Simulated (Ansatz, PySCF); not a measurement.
Molecule: thioethanol, C₂H₆S, charge 0, multiplicity 1. 
Coordinates optimised at B3LYP-D3(BJ)/def2-TZVP (Ansatz, a quantum-chemistry and plane-wave program):
SMILES: CCS
```xyz
9

C      1.5260     0.6696    -0.0051
C      0.0131     0.8318     0.0111
S     -0.7684    -0.8280    -0.0040
H     -2.0453    -0.4120     0.0134
H     -0.3062     1.3641     0.9064
H     -0.3226     1.3880    -0.8635
H      2.0088     1.6484     0.0036
H      1.8712     0.1133     0.8677
H      1.8548     0.1370    -0.8989
```
Charge 0, spin multiplicity 1.

Total electronic energies in hartree. Cores are frozen in the correlated levels unless marked. Spin-orbit coupling is left out. No relativistic terms. Basis-set limits of correlation are two-point, X^-3; Hartree-Fock from the larger set. [CCSD(T)-MP2]/basis is that difference in the basis named.

| level | program | energy (Eh) |
|---|---|---|
| RI-HF/aug-cc-pV(Q+d)Z | Ansatz | -476.81598 |
| r2SCAN-D3(BJ)/def2-TZVPD | Ansatz + dftd3 | -477.97590 |
| r2SCAN-D4/def2-TZVPD | Ansatz + dftd4 | -477.97558 |
| B3LYP-D3(BJ)/def2-TZVPD | Ansatz + dftd3 | -478.09107 |
| B3LYP-D4/def2-TZVPD | Ansatz + dftd4 | -478.08930 |
| PBE0-D3(BJ)/def2-TZVP | Ansatz + dftd3 | -477.81971 |
| PBE0/def2-TZVPD | Ansatz | -477.81604 |
| BHLYP-D4/def2-TZVPD | Ansatz + dftd4 | -478.00564 |
| TPSSh-D3(BJ)/def2-TZVPD | PySCF + dftd3 | -478.09037 |
| TPSSh/def2-TZVPD | PySCF | -478.08380 |
| CAM-B3LYP-D3(BJ)/def2-TZVPD | Ansatz + dftd3 | -478.02137 |
| wB97M-V/def2-TZVPD | Ansatz | -477.97757 |
| wB97X-V/def2-TZVPD | Ansatz | … |
| MP2/cc-pVTZ | Ansatz | -477.34284 |
| SCS-MP2/STO-3G | Ansatz | -471.62070 |
| SCS-MP2/6-31G* | Ansatz | -477.11971 |
| SCS-MP2/aug-cc-pV(T+d)Z | Ansatz | -477.36305 |
| CCSD/6-31G | Ansatz | -476.94388 |
| CCSD(T)/6-31G* | Ansatz | -477.17576 |
| CCSD(T)/cc-pV(D+d)Z | Ansatz | -477.26037 |
| CCSD(T) with core electrons (1s frozen past Ne)/cc-pwCVTZ | Ansatz | -477.78385 |
| RI-MP2/CBS(cc-pV(T+d)Z,cc-pV(Q+d)Z)+[CCSD(T)-MP2]/cc-pV(D+d)Z | Ansatz | -477.4806 |
| RI-MP2/CBS(aug-cc-pV(T+d)Z,aug-cc-pV(Q+d)Z)+[CCSD(T)-MP2]/aug-cc-pV(T+d)Z | Ansatz | -477.4866 |

**Question.** What belongs in the gaps?

**Answer.** 
- wB97X-V/def2-TZVPD, energy (Eh): -477.97256
